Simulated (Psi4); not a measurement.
Process, species as SMILES: C#N (CH-N) + 3 [H][H] (H2) → C (CH4) + N (NH3)
B3LYP-D3(BJ)/def2-TZVP geometries, fixed; electronic energies without zero-point terms.

Basis-set convergence of the energy of full hydrogenation at PBE with Psi4. Cartesian d functions, on some or all atoms, in 6-31G*, 6-31+G*; all else is spherical. Density fitting with the program's default auxiliary sets. Psi4's default fitting sets serve the pcseg sets less well. No added dispersion term, no relativity. Functions are those of the species that has most. Reference: the value in aug-cc-pVQZ, -82.15 kcal/mol, itself unsure by roughly 0.59 kcal/mol (its mean distance from def2-QZVPPD, def2-QZVPP, cc-pVQZ). Deviations are taken from unrounded values.

```tsv
basis	functions	energy of full hydrogenation (kcal/mol)
6-31G*	32	-76.59
6-31+G*	40	-80.56
cc-pVDZ	34	-78.57
aug-cc-pVDZ	59	-87.11
def2-SVP	34	-81.19
def2-SVPD	52	-89.38
pcseg-1	34	-78.60
aug-pcseg-1	59	-82.95
6-311G**	42	-78.43
6-311+G**	50	-81.47
def2-TZVP	68	-79.30
def2-TZVPD	83	-80.66
cc-pVTZ	86	-80.18
aug-cc-pVTZ	138	-82.27
pcseg-2	86	-81.85
aug-pcseg-2	138	-82.43
def2-TZVPP	87	-81.19
def2-TZVPPD	105	-82.22
cc-pVQZ	175	-81.04
aug-cc-pVQZ	264	-82.15
def2-QZVPP	177	-81.67
def2-QZVPPD	195	-81.97
pcseg-3	192	-82.02
aug-pcseg-3	281	-82.05
```

What the diffuse functions change, pair by pair:
- 6-31G* to 6-31+G*: 8 more functions, deviation 5.56 to 1.59 kcal/mol
- cc-pVDZ to aug-cc-pVDZ: 25 more functions, deviation 3.58 to -4.96 kcal/mol
- def2-SVP to def2-SVPD: 18 more functions, deviation 0.96 to -7.22 kcal/mol
- pcseg-1 to aug-pcseg-1: 25 more functions, deviation 3.55 to -0.79 kcal/mol
- 6-311G** to 6-311+G**: 8 more functions, deviation 3.73 to 0.69 kcal/mol
- def2-TZVP to def2-TZVPD: 15 more functions, deviation 2.85 to 1.49 kcal/mol
- cc-pVTZ to aug-cc-pVTZ: 52 more functions, deviation 1.97 to -0.12 kcal/mol
- pcseg-2 to aug-pcseg-2: 52 more functions, deviation 0.30 to -0.28 kcal/mol
- def2-TZVPP to def2-TZVPPD: 18 more functions, deviation 0.97 to -0.07 kcal/mol
- cc-pVQZ to aug-cc-pVQZ: 89 more functions, deviation 1.11 to 0.00 kcal/mol
- def2-QZVPP to def2-QZVPPD: 18 more functions, deviation 0.48 to 0.18 kcal/mol
- pcseg-3 to aug-pcseg-3: 89 more functions, deviation 0.14 to 0.11 kcal/mol

Leaving out the reference's own pair, they bring the value nearer the reference by more than 0.59 kcal/mol in 6 of 11 pairs.
